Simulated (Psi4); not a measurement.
**PN (phosphorus nitride) at B3LYP/6-311+G(d,p) (sweep point 7)**

Aim: the energy change on altering one bond length of PN (phosphorus nitride) at B3LYP/6-311+G** (sweep point 7), from 2 runs. 

The calculation is run with Psi4 1.11.

**1. The molecule**

PN has 2 atoms, charge 0, and is taken as a singlet. SMILES: `N#P`. Geometry: the measured bond length.

Bond lengths: N1–P2 1.491 Å.

**2. The energy at B3LYP/6-311+G(d,p) (sweep point 7)**

job.py

```python
import psi4

psi4.set_memory('1600 MB')
psi4.set_num_threads(1)
psi4.core.set_output_file('psi4.out', False)

m = psi4.geometry("""
N      0.000000     0.000000     0.000000
P      0.000000     0.000000     1.490866
units angstrom
symmetry c1
""")

psi4.set_options({
    'basis': '6-311+G**',
    'puream': True,
    'scf_type': 'pk',
    'dft_radial_points': 99,
    'dft_spherical_points': 590,
})

e_tot = psi4.energy('B3LYP')
print(f'total energy {e_tot:.8f} hartree = {e_tot * 27.211386:.5f} eV')
for k, v in sorted(psi4.core.scalar_variables().items()):
    print(f'{k:45s} {v:18.10f}')
```

Command:

```bash
python job.py
```

psi4.out:

```text
[...]
  Running in c1 symmetry.
[...]
  Nuclear repulsion =   37.269350243650337
[...]
  Multiplicity = 1
[...]
  Nalpha       = 11
  Nbeta        = 11
[...]
    Number of basis functions: 52
[...]
   @RKS iter   1:  -395.64611635059873   -3.90428e-02   1.94285e-02 ADIIS/DIIS
[...]
   @RKS iter   9:  -396.10594260387319   -2.05773e-09   5.15584e-07 DIIS
[...]
    Orbital Energies [Eh]
    ---------------------
    Doubly Occupied:
       1A    -77.097163     2A    -14.353823     3A     -6.597361
       4A     -4.757992     5A     -4.757992     6A     -4.754262
       7A     -0.863770     8A     -0.501397     9A     -0.342912
      10A     -0.342912    11A     -0.335042
[...]
  @RKS Final Energy:  -396.10594260387319
   => Energetics <=
    Nuclear Repulsion Energy =             37.2693502436503366
    One-Electron Energy =                -620.0341802024099707
    Two-Electron Energy =                 210.9099025348902785
    DFT Exchange-Correlation Energy =     -24.2510151800038223
    Empirical Dispersion Energy =           0.0000000000000000
    VV10 Nonlocal Energy =                  0.0000000000000000
    Total Energy =                       -396.1059426038731317
[...]
 Multipole Moments:
 ------------------------------------------------------------------------------------
     Multipole            Electronic (a.u.)      Nuclear  (a.u.)        Total (a.u.)
 ------------------------------------------------------------------------------------
 L = 1.  Multiply by 2.5417464519 to convert [e a0] to [Debye]
 Dipole X            :          0.0000000            0.0000000            0.0000000
 Dipole Y            :          0.0000000            0.0000000            0.0000000
 Dipole Z            :          1.5533909           -0.4240837            1.1293071
 Magnitude           :                                                    1.1293071
[...]
```

The script printed:

```text
total energy -396.10594260 hartree = -10778.59170 eV
CURRENT ENERGY                                   -396.1059426039
CURRENT REFERENCE ENERGY                         -396.1059426039
DD SOLVATION ENERGY                                 0.0000000000
DFT FUNCTIONAL TOTAL ENERGY                      -396.1059426039
DFT TOTAL ENERGY                                 -396.1059426039
DFT VV10 ENERGY                                     0.0000000000
DFT XC ENERGY                                     -24.2510151800
GRID ELECTRONS ALPHA                               11.0000000273
GRID ELECTRONS BETA                                11.0000000273
GRID ELECTRONS TOTAL                               22.0000000546
NUCLEAR REPULSION ENERGY                           37.2693502437
ONE-ELECTRON ENERGY                              -620.0341802024
PCM POLARIZATION ENERGY                             0.0000000000
PE ENERGY                                           0.0000000000
SCF ITERATION ENERGY                             -396.1059426039
SCF ITERATIONS                                      9.0000000000
SCF TOTAL ENERGY                                 -396.1059426039
TWO-ELECTRON ENERGY                               210.9099025349
XC GRID RADIAL POINTS                              99.0000000000
XC GRID SPHERICAL POINTS                          590.0000000000
XC GRID TOTAL POINTS                           114306.0000000000
```

Wall time 7.2 s (1 thread of Intel Xeon Platinum 8259CL at 2.50GHz (Skylake/Cascade Lake), shared host); peak memory 0.36 GiB.

**3. The distorted shape at the same level**

job.py

```python
import psi4

psi4.set_memory('1600 MB')
psi4.set_num_threads(1)
psi4.core.set_output_file('run.log', False)

geom = psi4.geometry("""
N      0.000000     0.000000    -0.298134
P      0.000000     0.000000     1.490866
units angstrom
symmetry c1
""")

psi4.set_options({
    'basis': '6-311+G**',
    'reference': 'rks',
    'puream': True,
    'scf_type': 'pk',
    'dft_radial_points': 99,
    'dft_spherical_points': 590,
})

e_tot, wfn = psi4.energy("b3lyp", return_wfn=True)
print(f'total energy {e_tot:.8f} hartree = {e_tot * 27.211386:.5f} eV')
```

Command:

```bash
python job.py
```

run.log:

```text
[...]
  Running in c1 symmetry.
[...]
  Nuclear repulsion =   31.058472398183344
[...]
  Multiplicity = 1
[...]
  Nalpha       = 11
  Nbeta        = 11
[...]
    Number of basis functions: 52
[...]
   @RKS iter   1:  -395.48834834525690   -1.78119e-01   2.03551e-02 DIIS/ADIIS
[...]
   @RKS iter   9:  -396.03848081653507   -1.81278e-08   6.74441e-07 DIIS
[...]
    Orbital Energies [Eh]
    ---------------------
    Doubly Occupied:
       1A    -77.138880     2A    -14.405164     3A     -6.627465
       4A     -4.788683     5A     -4.788683     6A     -4.785323
       7A     -0.795737     8A     -0.543119     9A     -0.337167
      10A     -0.309932    11A     -0.309932
[...]
  @RKS Final Energy:  -396.03848081653507
   => Energetics <=
    Nuclear Repulsion Energy =             31.0584723981833442
    One-Electron Energy =                -607.3240979286397305
    Two-Electron Energy =                 204.3348099369347324
    DFT Exchange-Correlation Energy =     -24.1076652230133313
    Empirical Dispersion Energy =           0.0000000000000000
    VV10 Nonlocal Energy =                  0.0000000000000000
    Total Energy =                       -396.0384808165350137
[...]
 Multipole Moments:
 ------------------------------------------------------------------------------------
     Multipole            Electronic (a.u.)      Nuclear  (a.u.)        Total (a.u.)
 ------------------------------------------------------------------------------------
 L = 1.  Multiply by 2.5417464519 to convert [e a0] to [Debye]
 Dipole X            :          0.0000000            0.0000000            0.0000000
 Dipole Y            :          0.0000000            0.0000000            0.0000000
 Dipole Z            :          1.6112871           -0.5088893            1.1023978
 Magnitude           :                                                    1.1023978
[...]
```

On the terminal:

```text
total energy -396.03848082 hartree = -10776.75597 eV
```

Wall time 6.9 s (1 thread of Intel Xeon Platinum 8259CL at 2.50GHz (Skylake/Cascade Lake), shared host); peak memory 0.36 GiB.

**4. Results**

At B3LYP/6-311+G** (sweep point 7):

| quantity | value |
| --- | --- |
| first shape: total energy | -396.10594 Eh |
| first shape: dipole moment | 2.87 D |
| first shape: HOMO energy | -9.12 eV |
| first shape: LUMO energy | -2.62 eV |
| first shape: HOMO–LUMO gap | 6.50 eV |
| distorted shape: total energy | -396.03848 Eh |
| distorted shape: dipole moment | 2.80 D |
| distorted shape: HOMO energy | -8.43 eV |
| distorted shape: LUMO energy | -3.76 eV |
| distorted shape: HOMO–LUMO gap | 4.68 eV |
| energy change with the N1–P2 bond stretched from 1.491 to 1.789 Å | 1.836 eV |

In words: With the N1–P2 bond stretched from 1.491 to 1.789 Å the energy rises by 1.84 eV (177 kJ/mol). The first shape isn't relaxed at this level, so the change isn't measured from a minimum.
